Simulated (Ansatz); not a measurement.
Diamond-structure Si was calculated with LDA in Ansatz (plane waves, PAW).

Settings: plane-wave cutoff 500 eV, 12×12×12 k mesh, gaussian smearing 0.02 eV, scalar-relativistic PAW data made under PBE.

Cell (relaxed at this level):

Space group Fd-3m, origin choice 1 (No. 227); a = b = c = 5.402 Å, α = β = γ = 90.00°

| atom | site | symmetry | x | y | z |
|---|---|---|---|---|---|
| Si | 8b | -43m | 0.5000 | 0.5000 | 0.5000 |
(The calculation used a cell of 2 atoms; values per cell refer to that cell.)

Q: Give the computed band gap.

A: 
- band gap: 0.44 eV (on the SCF k mesh)

Measured, for comparison: band gap 1.23 eV (zero-point renormalisation of 0.06 eV added back here (the table's ZPR column); inputs from Chen et al. (2018), doi:10.1103/physrevmaterials.2.073803). Computed (rounded) less measured: band gap -0.79 eV.

The computed numbers hold no vibrational or temperature effects.

Ansatz is an electronic-structure program.
